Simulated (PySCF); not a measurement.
Geometry (Å), atoms numbered from 1 in this order:
```xyz
9

F    -1.6656   -0.1459    1.3303
C    -1.1394   -0.0615    0.0617
C     0.2350    0.5052    0.0950
C     1.3202   -0.1953   -0.2138
F     1.3229   -1.4420   -0.6170
F     2.5406    0.2708   -0.1823
H    -1.8057    0.5848   -0.5349
H    -1.1375   -1.0664   -0.3897
H     0.3872    1.5358    0.4201
```

Geometry: PBE0-D3(BJ)/def2-SVP; GIAO absolute shieldings from PySCF 2.14, gas phase, non-relativistic, averaged over equivalent atoms.

At PBE0/pcSseg-1 (117 basis functions, 14 s wall time on 1 thread of an Arm Neoverse N1, shared host):
| atoms | σ (ppm) |
| --- | --- |
| F6 | 254.5 |
| F5 | 257.9 |
| F1 | 406.1 |
| C4 | 16.2 |
| C3 | 103.7 |
| C2 | 109.0 |
| H7/H8 | 26.33 |
| H9 | 26.65 |

Predict the values at PBE/pcSseg-2 on the same geometry.

Answers


| atoms | σ at PBE/pcSseg-2 | change |
| --- | --- | --- |
| F6 | 236.6 | -17.9 |
| F5 | 240.8 | -17.1 |
| F1 | 391.2 | -14.9 |
| C4 | 6.6 | -9.6 |
| C3 | 98.3 | -5.4 |
| C2 | 98.2 | -10.8 |
| H7/H8 | 26.14 | -0.19 |
| H9 | 26.63 | -0.02 |

The largest change is at F6 (vinylic fluorine). Cost: 258 basis functions, 53 s wall time on 1 thread of an Arm Neoverse N1, shared host. The order of the carbon signals changes between the two levels.
